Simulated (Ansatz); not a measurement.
# SiH3−: basis-set convergence

How large a basis does SiH3− need? Two functionals are run in growing sets.

Computed with Ansatz 0.2.0, Gaussian basis. Level: one geometry, several basis sets.

Plan: PBE0-D4/def2-SVPD; ωB97M-V/def2-SVPD; PBE0-D4/def2-QZVPPD; ωB97M-V/def2-QZVPPD; the functionals' def2-TZVPPD values are taken from earlier runs.

## Step 1: Structure used throughout

All runs share one geometry, relaxed beforehand with PBE0-D4 in a triple-zeta def2 set.

SMILES `[SiH3-]`, 4 atoms, charge -1, spin multiplicity 1.

Atoms are counted from 1 here; the program's logs count them from 0.

Bond lengths: Si1–H2 1.546 Å, Si1–H3 1.546 Å, Si1–H4 1.546 Å. Angles: H2–Si1–H3 94.1°, H2–Si1–H4 94.1°, H3–Si1–H4 94.1°.

## Step 2: PBE0-D4 in def2-SVPD

The input, in.yaml:

```yaml
crystal:
  periodic: [false, false, false]
  atoms:
    - {symbol: Si, position_ang: [0.539696, -0.050711, -0.300930]}
    - {symbol: H, position_ang: [0.426553, 0.622252, 1.085937]}
    - {symbol: H, position_ang: [-0.298488, -1.283708, 0.106799]}
    - {symbol: H, position_ang: [-0.667761, 0.712167, -0.891816]}
basis:
  gaussian: {orbitals: def2-SVPD}
total_charge: -1
hamiltonian: {xc: pbe0, dispersion: d4}
output: {orbitals: {seedname: orbitals}}
```

The runs that follow: ωB97M-V in def2-SVPD; PBE0-D4 in def2-QZVPPD; ωB97M-V in def2-QZVPPD.

Before running them: what should the planned runs give, taken together? Wanted: PBE0-D4: double and triple zeta above quadruple; ωB97M-V: double and triple zeta above quadruple.

**Answer**, as computed:

```
                                       quantity          value
PBE0-D4: double and triple zeta above quadruple  3.14, 0.30 eV
ωB97M-V: double and triple zeta above quadruple  3.20, 0.29 eV
```

In words: For PBE0-D4 the step from double to triple zeta gains 2.84 eV and the next only 0.30 eV. These are total energies; as a rule much of such shifts cancels in differences, which this series doesn't test. The LUMO of ωB97M-V is positive and keeps falling with the basis (6.12 to 4.68 eV): an unbound level that the basis holds in place.
